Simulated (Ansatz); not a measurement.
Reaction: C2H7N (SMILES CCN) → C2H6N (SMILES [CH](C)N, doublet) + H (doublet) (the C-H bond breaks)
Each species at its own B3LYP-D3(BJ)/def2-TZVP minimum (Ansatz, a first-principles code), one conformer.

Quantity: bond dissociation energy (electronic), in kcal/mol. UHF or UKS for unpaired electrons; spin-orbit terms are left out. CBS(X,Y): correlation extrapolated as X^-3, Hartree-Fock from the larger set. A bracket is a step between two methods taken in the basis named. The functionals are non-relativistic, so their misses hold any scalar relativity. '+ core + X2C': CCSD(T) terms for core correlation (cc-pwCVTZ) and scalar relativity (cc-pVTZ-DK). For partners of very few electrons the exact lower level stands in for a higher one.

Compared with CCSD(T)/CBS(cc-pVTZ,cc-pVQZ) + [CCSDT(Q) - CCSD(T)]/cc-pVDZ + core + X2C (Ansatz).

Q: Rank these levels by how close they come to it, closest first: wB97M-V/def2-TZVPD (Ansatz); wB97X-V/def2-TZVPD (Ansatz); B3LYP/def2-TZVPD (Ansatz).

A: wB97M-V/def2-TZVPD (97.7 kcal/mol, difference -1.7), wB97X-V/def2-TZVPD (97.1 kcal/mol, difference -2.3), B3LYP/def2-TZVPD (94.8 kcal/mol, difference -4.6)
